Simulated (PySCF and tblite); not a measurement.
Results of a calculation; reference values are marked as such.
C₄H₅F, numbered as in [CH:1]#[C:2][CH2:3][CH2:4][F:5].

Geometries PBE0-D3(BJ)/def2-SVP; weights from PBE0-D3(BJ)/def2-TZVP energies and GFN2-xTB thermal corrections, with symmetry numbers and mirror pairs. Conformers within 4 kcal/mol (GFN2-xTB free energy) were kept, 7 at most. Codes: tblite and PySCF.

Rotational constants are equilibrium values for the commonest isotopes; dipoles come from the energy level named.

Torsions listed: C2–C3–C4–F5. Of a mirror pair one member is shown.

| conformer | shape | symmetry |
| --- | --- | --- |
| 1 | 180° | Cs |
| 2 | 63° | C1 (pair) |

Question: Give the rotational constants and dipole components, as needed to look for these species in a jet-cooled rotational spectrum.

Answer: 
```json
{"conformer": "1", "A (MHz)": "27097", "B (MHz)": "2249", "C (MHz)": "2132", "abs μa (D)": "1.05", "abs μb (D)": "0.32", "abs μc (D)": "0.01", "κ": "-0.99", "Ic−Ia−Ib (u Å²)": "-6.4"}
{"conformer": "2", "A (MHz)": "11400", "B (MHz)": "3120", "C (MHz)": "2643", "abs μa (D)": "0.03", "abs μb (D)": "1.80", "abs μc (D)": "0.54", "κ": "-0.89", "Ic−Ia−Ib (u Å²)": "-15.1"}
```

Question: Which type of transition is strongest for conformer 1?

Answer: a-type, since that component is clearly the largest; the top is near-prolate.
